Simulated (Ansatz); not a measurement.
Calculation: frozen-core CCSD(T)/cc-pVTZ // PBE-D3(BJ)/def2-TZVP (Ansatz, a program for electronic structure). The geometry is that of the parent before the electron was removed. Warnings of the run: other_roots.

Ansatz 0.2 input:
```yaml
crystal:
  periodic: [false, false, false]
  atoms:
    - { symbol: Cl, position_ang: [-0.873683, -1.513799, 0.000028] }
    - { symbol: B, position_ang: [-0.000019, -0.000045, -0.000389] }
    - { symbol: Cl, position_ang: [-0.874165, 1.513559, 0.000239] }
    - { symbol: Cl, position_ang: [1.747866, 0.000285, 0.000122] }
basis:
  gaussian: { orbitals: cc-pVTZ }
correlation:
  method: ccsd_t
total_charge: 1
magnetization:
  spin_polarized: true
  initial_magnetization: 1
```

Output:

```
Functional definition: HF
795 factors; integrals over basis functions are off by at most 1.3e-3 eV
mean field evaluation 1: about -38175.0763 eV, gradient 1.1e1 eV
mean field evaluation 2: about -38175.0827 eV, gradient 1.1e1 eV
mean field evaluation 4: about -38176.0149 eV, gradient 2.0e0 eV
mean field evaluation 8: about -38176.0511 eV, gradient 5.6e-2 eV
mean field evaluation 16: about -38175.2427 eV, gradient 1.0e1 eV
mean field evaluation 32: about -38176.0512 eV, gradient 7.7e-3 eV
mean field evaluation 64: about -38176.3935 eV, gradient 6.4e-1 eV
mean field evaluation 96: about -38176.5223 eV, gradient 5.4e-1 eV
mean field evaluation 128: about -38176.0769 eV, gradient 1.2e-2 eV
mean field evaluation 160: about -38176.2776 eV, gradient 2.2e0 eV
mean field evaluation 192: about -38176.1982 eV, gradient 2.0e-2 eV
mean field evaluation 224: about -38174.7722 eV, gradient 8.8e0 eV
mean field evaluation 256: about -38170.9098 eV, gradient 4.1e0 eV
mean field evaluation 288: about -38169.5672 eV, gradient 3.3e0 eV
mean field evaluation 320: about -38175.7982 eV, gradient 2.9e0 eV
mean field evaluation 352: about -38175.1763 eV, gradient 2.5e-2 eV
mean field evaluation 384: about -38175.2342 eV, gradient 3.9e-3 eV
mean field evaluation 416: about -38175.8476 eV, gradient 3.8e-1 eV
mean field evaluation 448: about -38175.4637 eV, gradient 2.7e0 eV
mean field evaluation 480: about -38175.2200 eV, gradient 4.1e-1 eV
mean field evaluation 512: about -38173.3011 eV, gradient 5.1e-3 eV
mean field evaluation 544: about -38175.7793 eV, gradient 1.3e0 eV
mean field evaluation 576: about -38175.2342 eV, gradient 6.5e-4 eV
mean field evaluation 608: about -38169.7972 eV, gradient 1.5e1 eV
mean field evaluation 640: about -38170.9853 eV, gradient 5.9e-1 eV
mean field evaluation 672: about -38172.1056 eV, gradient 6.9e0 eV
mean field evaluation 704: about -38175.8259 eV, gradient 2.8e-1 eV
mean field evaluation 736: about -38175.5930 eV, gradient 4.7e0 eV
mean field evaluation 768: about -38171.2412 eV, gradient 1.3e0 eV
mean field evaluation 800: about -38170.9932 eV, gradient 6.0e-2 eV
mean field evaluation 832: about -38176.1966 eV, gradient 2.9e-1 eV
mean field evaluation 864: about -38175.8196 eV, gradient 9.2e-2 eV
mean field -38176.53642504 eV, -1402.9618366345 hartree, gradient 8.8e-6 eV, S^2 0.762492; 30 other end points of the search recorded, 0 dependent functions left out
determinant -38176.53642504 eV, -1402.9618366345 hartree, with singles and doubles -38194.95946518 eV, -1403.6388708719 hartree
determinant -38176.53637262 eV, -1402.9618347079 hartree, with singles and doubles -38194.95938824 eV, -1403.6388680446 hartree
determinant -38176.53594075 eV, -1402.9618188369 hartree, with singles and doubles -38194.95899419 eV, -1403.6388535634 hartree
determinant -38176.19848692 eV, -1402.9494176374 hartree, with singles and doubles -38195.03903936 eV, -1403.6417951693 hartree
determinant -38176.19823684 eV, -1402.9494084473 hartree, with singles and doubles -38194.98266695 eV, -1403.6397235212 hartree
determinant -38176.19819115 eV, -1402.9494067683 hartree, with singles and doubles -38194.98263414 eV, -1403.6397223157 hartree
determinant -38176.07698112 eV, -1402.9449523817 hartree, with singles and doubles -38194.45525579 eV, -1403.6203415185 hartree
determinant -38176.07692466 eV, -1402.9449503070 hartree, with singles and doubles -38194.45521415 eV, -1403.6203399885 hartree
determinant -38176.07636760 eV, -1402.9449298353 hartree, with singles and doubles -38194.45484160 eV, -1403.6203262974 hartree
determinant -38176.05118466 eV, -1402.9440043792 hartree, with singles and doubles -38195.05679961 eV, -1403.6424478462 hartree
determinant -38175.82824128 eV, -1402.9358113612 hartree, with singles and doubles -38194.47303388 eV, -1403.6209948513 hartree
determinant -38175.82802633 eV, -1402.9358034620 hartree, with singles and doubles -38194.47279709 eV, -1403.6209861497 hartree
determinant -38175.82799490 eV, -1402.9358023069 hartree, with singles and doubles -38194.47276601 eV, -1403.6209850075 hartree
determinant -38175.23423866 eV, -1402.9139821676 hartree, with singles and doubles -38194.18494507 eV, -1403.6104077828 hartree
determinant -38175.23422249 eV, -1402.9139815734 hartree, with singles and doubles -38194.18492877 eV, -1403.6104071838 hartree
determinant -38175.17625200 eV, -1402.9118511972 hartree, with singles and doubles -38194.17741995 eV, -1403.6101312398 hartree
determinant -38173.30108506 eV, -1402.8429400832 hartree, with singles and doubles -38192.43207509 eV, -1403.5459909992 hartree
determinant -38176.53642504 eV, -1402.9618366345 hartree, with singles and doubles -38194.90884461 eV, -1403.6370106003 hartree
determinant -38176.53637262 eV, -1402.9618347079 hartree, with singles and doubles -38194.90880202 eV, -1403.6370090354 hartree
determinant -38176.53594075 eV, -1402.9618188369 hartree, with singles and doubles -38194.90850025 eV, -1403.6369979454 hartree
determinant -38176.19848692 eV, -1402.9494176374 hartree, with singles and doubles -38194.98283312 eV, -1403.6397296281 hartree
determinant -38176.53642504 eV, -1402.9618366345 hartree, with singles and doubles -38195.02267739 eV, -1403.6411938778 hartree
determinant -38176.53637262 eV, -1402.9618347079 hartree, with singles and doubles -38195.02265236 eV, -1403.6411929582 hartree
determinant -38176.53594075 eV, -1402.9618188369 hartree, with singles and doubles -38195.02247872 eV, -1403.6411865770 hartree
determinant -38176.19848692 eV, -1402.9494176374 hartree, with singles and doubles -38195.04164155 eV, -1403.6418907980 hartree
determinant -38176.19823684 eV, -1402.9494084473 hartree, with singles and doubles -38195.04154474 eV, -1403.6418872401 hartree
determinant -38176.19819115 eV, -1402.9494067683 hartree, with singles and doubles -38195.04152730 eV, -1403.6418865993 hartree
determinant -38176.05118466 eV, -1402.9440043792 hartree, with singles and doubles -38195.05693787 eV, -1403.6424529272 hartree
16 core orbitals not correlated
reference -38176.05118466 eV, -1402.9440043792 hartree; 12, 11 occupied and 104, 105 virtual orbitals, 795 factors
second order -17.93383026 eV of doubles, -0.00000000 eV of singles
cycle   1  -18.41973124 eV  change    -1.4e0 eV  update   9.5e-2
cycle   2  -18.93341923 eV  change   -5.1e-1 eV  update   3.0e-2
cycle   3  -19.01788891 eV  change   -8.4e-2 eV  update   1.5e-2
cycle   4  -19.00773136 eV  change    1.0e-2 eV  update   5.3e-3
cycle   5  -19.00561517 eV  change    2.1e-3 eV  update   1.6e-3
cycle   6  -19.00552473 eV  change    9.0e-5 eV  update   4.2e-4
cycle   7  -19.00574315 eV  change   -2.2e-4 eV  update   1.3e-4
cycle   8  -19.00576887 eV  change   -2.6e-5 eV  update   4.1e-5
cycle   9  -19.00574495 eV  change    2.4e-5 eV  update   1.8e-5
cycle  10  -19.00575031 eV  change   -5.4e-6 eV  update   1.1e-5
perturbative correction -1.04408027 eV, -0.0383692423 hartree
WARN: these amplitudes may be one of several solutions (largest doubles amplitude 0.04, level shift 1.98 eV)
Total energy: -38196.10101524 eV, -1403.6808220628 hartree
```

Cost: roughly 22 core-minutes.
